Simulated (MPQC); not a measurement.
# [S3]2− ([S3]2-): levels of theory compared

Wanted: a comparison of 6 runs (HF/STO-3G, HF/cc-pVDZ, HF/def2-SVP, B3LYP/6-31G*, B3LYP/def2-SVP, PBE0/def2-SVP) of [S3]2− ([S3]2-). 

Program for the calculation: MPQC 2.3.1.

1 further run of the same task is left out (set aside as unsound or not needed).

### Step 1. The molecule

[S3]2− has 3 atoms, charge -2, and is taken as a singlet. The coordinates come from a GFN2-xTB relaxation.

Bond lengths: S1–S2 2.028 Å, S2–S3 2.028 Å. Angles: S1–S2–S3 112.4°.

### Step 2. Energy and forces at HF/STO-3G (run 1)

Contents of input.in:

```
% S3
molecule<Molecule>: (
   symmetry = c1
   unit = angstrom
   { atoms geometry } = {
      S  [ 0.713590      -0.159090       1.564150 ]
      S  [ -0.405490       0.630300       0.067980 ]
      S  [ -0.308100      -0.471200      -1.632130 ]
   }
)
basis<GaussianBasisSet>: (
   name = "STO-3G"
   molecule = $:molecule
   basisdir = "."
   puream = yes
)
mpqc: (
   checkpoint = no
   savestate = no
   restart = no
   do_energy = yes
   do_gradient = yes
   optimize = no
   mole<CLHF>: (
      molecule = $:molecule
      basis = $:basis
      total_charge = -2
      memory = 1000000000
      print_evals = yes
      print_npa = yes
      maxiter = 120
      value_accuracy = 1e-08
      guess_wavefunction<CLHF>: (
         molecule = $:molecule
         total_charge = -2
         memory = 1000000000
         value_accuracy = 1e-3
         basis<GaussianBasisSet>: (
            name = "STO-3G"
            molecule = $:molecule
         )
      )
   )
)
```

The basis set STO-3G is read from a file made from the Basis Set Exchange's data (not shown).

The run is started by

```
$ mpqc -o input.out input.in
```

What it wrote:

```text
MPQC: Massively Parallel Quantum Chemistry
[...]
  LUMO is    26   A =   0.942209
  total scf energy = -1178.9328469471
[...]
Value of the MolecularEnergy: -1178.9328469471
  Gradient of the MolecularEnergy:
      1   -0.0246194443
      2    0.0170172135
      3   -0.0335340657
      4    0.0263928145
      5   -0.0410862810
      6   -0.0045329997
      7   -0.0017733702
      8    0.0240690676
      9    0.0380670653
  Function Parameters:
    value_accuracy    = 1.914638e-09 (1.000000e-08) (computed)
[...]
      symmetry = c1
[...]
```

Wall time 0.28 s (1 thread of Arm Neoverse V1, shared host).

### Step 3. Energy and forces at HF/cc-pVDZ (run 2)

Contents of mol.in:

```
% emacs should use -*- KeyVal -*- mode
molecule<Molecule>: (
   symmetry = c1
   unit = angstrom
   { atoms geometry } = {
      S  [ 0.713590      -0.159090       1.564150 ]
      S  [ -0.405490       0.630300       0.067980 ]
      S  [ -0.308100      -0.471200      -1.632130 ]
   }
)
basis<GaussianBasisSet>: (
   name = "cc-pVDZ"
   molecule = $:molecule
   basisdir = "."
   puream = yes
)
mpqc: (
   checkpoint = no
   savestate = no
   restart = no
   do_energy = yes
   do_gradient = yes
   optimize = no
   mole<CLHF>: (
      molecule = $:molecule
      basis = $:basis
      total_charge = -2
      memory = 1000000000
      print_evals = yes
      print_npa = yes
      maxiter = 120
      value_accuracy = 1e-08
      guess_wavefunction<CLHF>: (
         molecule = $:molecule
         total_charge = -2
         memory = 1000000000
         value_accuracy = 1e-3
         basis<GaussianBasisSet>: (
            name = "3-21G"
            molecule = $:molecule
         )
      )
   )
)
```

The basis set cc-pVDZ is read from a file made from the Basis Set Exchange's data (not shown).

The run is started by

```
$ mpqc mol.in > mol.out
```

What it wrote:

```text
MPQC: Massively Parallel Quantum Chemistry
[...]
  LUMO is    26   A =   0.536335
  total scf energy = -1192.4603526360
[...]
Value of the MolecularEnergy: -1192.4603526360
  Gradient of the MolecularEnergy:
      1   -0.0239311138
      2    0.0156996484
      3   -0.0340882906
      4    0.0247479082
      5   -0.0385101887
      6   -0.0042231398
      7   -0.0008167944
      8    0.0228105403
      9    0.0383114305
  Function Parameters:
    value_accuracy    = 7.042301e-09 (1.000000e-08) (computed)
[...]
      symmetry = c1
[...]
```

It took 23 s on 1 thread of Arm Neoverse V1, shared host.

Runs 3 to 5 aren't shown in full; the table further down has their settings and results.

### Step 4. Energy and gradient at PBE0/def2-SVP (run 6)

Contents of job.in:

```
% emacs should use -*- KeyVal -*- mode
molecule<Molecule>: (
    symmetry = c1
    unit = angstrom
    { atoms geometry } = {
        S  [ 0.713590 -0.159090 1.564150 ]
        S  [ -0.405490 0.630300 0.067980 ]
        S  [ -0.308100 -0.471200 -1.632130 ]
    }
)
basis<GaussianBasisSet>: (
    name = "def2-SVP"
    molecule = $:molecule
    basisdir = "."
    puream = yes
)
mpqc: (
    checkpoint = no
    savestate = no
    restart = no
    do_energy = yes
    do_gradient = yes
    optimize = no
    mole<CLKS>: (
        molecule = $:molecule
        basis = $:basis
        total_charge = -2
        memory = 1000000000
        print_evals = yes
        print_npa = yes
        maxiter = 120
        value_accuracy = 1e-08
        functional<SumDenFunctional>: (
            a0 = 0.25
            coefs = [ 0.75 1 ]
            funcs: [ <PBEXFunctional>: () <PBECFunctional>: () ]
        )
        integrator<RadialAngularIntegrator>: ( grid = xfine )
        guess_wavefunction<CLHF>: (
            molecule = $:molecule
            total_charge = -2
            memory = 1000000000
            value_accuracy = 1e-3
            basis<GaussianBasisSet>: (
                name = "STO-2G"
                molecule = $:molecule
            )
        )
    )
)
```

The basis set def2-SVP is read from a file made from the Basis Set Exchange's data (not shown).

The run is started by

```
$ mpqc -o job.out job.in
```

What it wrote:

```text
MPQC: Massively Parallel Quantum Chemistry
[...]
  Integrated electron density error = 0.000069236381
  iter     1 energy = -1192.9422949205 delta = 2.51426e-01
  Integrated electron density error = 0.000052953483
  iter     2 energy = -1193.5947975354 delta = 5.85459e-02
[...]
  Integrated electron density error = 0.000000317348
  iter    11 energy = -1193.6664257236 delta = 2.51472e-07
  Integrated electron density error = 0.000000317348
  iter    12 energy = -1193.6664257236 delta = 1.14838e-07
  Integrated electron density error = 0.000000317347
  iter    13 energy = -1193.6664257236 delta = 3.36555e-08
[...]
  LUMO is    26   A =   0.426643
  total scf energy = -1193.6664257236
[...]
  Integrated electron density error = 0.000000317215
  Total Gradient:
[...]
Value of the MolecularEnergy: -1193.6664257236
  Gradient of the MolecularEnergy:
      1   -0.0190148150
      2    0.0108395543
      3   -0.0299841458
      4    0.0179055065
      5   -0.0278684172
      6   -0.0030620146
      7    0.0011093085
      8    0.0170288628
      9    0.0330461604
  Closed Shell Kohn-Sham (CLKS) Parameters:
    Function Parameters:
[...]
        symmetry = c1
[...]
```

Wall time 13 s (1 thread of Arm Neoverse V1, shared host); peak memory 0.12 GiB.

### Step 5. Overview of the runs

| run | level | starting guess | integration grid | energy (Eh) | HOMO energy (eV) | LUMO energy (eV) | HOMO–LUMO gap (eV) | wall time |
| --- | --- | --- | --- | --- | --- | --- | --- | --- |
| 1 | HF/STO-3G | STO-3G | – | -1178.932847 | 10.78 | 25.64 | 14.86 | 0.28 s |
| 2 | HF/cc-pVDZ | 3-21G | – | -1192.460353 | 3.91 | 14.59 | 10.69 | 23 s |
| 3 | HF/def2-SVP | STO-3G | – | -1192.054931 | 4.22 | 15.55 | 11.33 | 2.2 s |
| 4 | B3LYP/6-31G* (spherical functions) | STO-3G | xfine | -1194.477262 | 6.32 | 10.07 | 3.76 | 18 s |
| 5 | B3LYP/def2-SVP | STO-3G | xfine | -1194.120091 | 7.28 | 11.59 | 4.30 | 12 s |
| 6 | PBE0/def2-SVP | STO-2G | xfine | -1193.666426 | 6.89 | 11.61 | 4.71 | 13 s |

### Step 6. Outcome

| quantity | value |
| --- | --- |
| run 6: total energy | -1193.66643 Eh |
| run 6: HOMO energy | 6.89 eV |
| run 6: LUMO energy | 11.61 eV |
| run 6: HOMO–LUMO gap (to an unbound level, set by the basis) | 4.71 eV |
| run 6: largest force on an atom | 1.913 eV/Å |

In words: The HOMO–LUMO gap runs from 3.76 eV (B3LYP/6-31G*) to 14.86 eV (HF/STO-3G). The two ends differ in method and basis. The empty levels of an anion lie above zero and hang on the basis. Totals of different functionals can't be ranked against each other. In runs 1, 2, 3, 4, 5, 6 the HOMO lies above zero, so the outermost electron may be held by the basis alone. In run 1 the basis is minimal, so the values are rough. All runs together took 68 s, the longest 23 s.
